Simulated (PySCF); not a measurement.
# Stretching SiP⁺

Set-up: Si def2-SVPD, P def2-SVPD; no relativity (PySCF 2.14). Energies in eV from Si⁺ + P in their ground configurations at the same level. All curves are PBE0. state 1: ³Σ⁻ (triplet), unpaired electrons π ↑↑; state 2: Ms = 0 determinant of mixed spin (⟨S²⟩ near 1.0), unpaired electrons π ↑↓, a mixture of terms (⟨Lz²⟩ = 2.0), a second solution, started from another occupation; state 3: ³Π (triplet), unpaired electrons σ ↑, π ↑, a second solution, started from another occupation; state 4: Ms = 0 determinant of mixed spin (⟨S²⟩ near 1.0), unpaired electrons σ ↓, π ↑, a second solution, started from another occupation.

| R (Å) | state 1 | state 2 | state 3 | state 4 |
| --- | --- | --- | --- | --- |
| 1.926 | -2.062 | -1.742 | -2.306 | -2.164 |
| 2.016 | -2.629 | -2.318 | -2.558 | -2.410 |
| 2.106 | -2.941 | -2.637 | -2.605 | -2.447 |
| 2.173 | -3.050 | -2.751 | -2.549 | -2.380 |
| 2.240 | -3.079 | -2.784 | -2.440 | -2.259 |
| 2.307 | -3.047 | -2.755 | -2.301 | -2.103 |
| 2.397 | -2.932 | -2.643 | -2.100 | -1.876 |
| 2.509 | -2.711 | -2.423 | -1.860 | -1.602 |
| 2.643 | -2.382 | -2.092 | -1.608 | -1.310 |
| 2.822 | -1.910 | -1.606 | -1.341 | -0.993 |

Problem. Put a parabola through the three lowest points of the state 1 curve and estimate Re, k and ωe (reduced mass 14.7 u; 1 eV/Å² = 0.16022 mdyn/Å; ωe = 1302.8·√(k/μ) cm⁻¹).

Solution. Through R = 2.173, 2.24, 2.307 Å the second-order coefficient is 6.79 eV/Å², so Re ≈ 2.238 Å, k ≈ 2.18 mdyn/Å and ωe ≈ 501 cm⁻¹. A polynomial fit of higher order to the unrounded PBE0 energies gives Re = 2.235 Å, k = 2.23 mdyn/Å, ωe = 507 cm⁻¹; anharmonicity and rounding make the difference.

The higher-order fit for each curve: state 1: Re = 2.235 Å, ωe = 507 cm⁻¹, De = 3.08 eV; state 2: Re = 2.239 Å, ωe = 507 cm⁻¹, minimum 2.78 eV below the ground-state fragments; state 3: Re = 2.086 Å, ωe = 587 cm⁻¹, minimum 2.61 eV below the ground-state fragments; state 4: Re = 2.080 Å, ωe = 602 cm⁻¹, minimum 2.45 eV below the ground-state fragments.

⟨S²⟩ of the unrestricted solution departs from its pure value on part of the curve, where spin states mix. For an ion De counts to the pair picked by the measured ionisation energies or electron affinities, which need not be the lowest pair at this level. The state was picked by a PBE0 search and need not be the measured ground state.
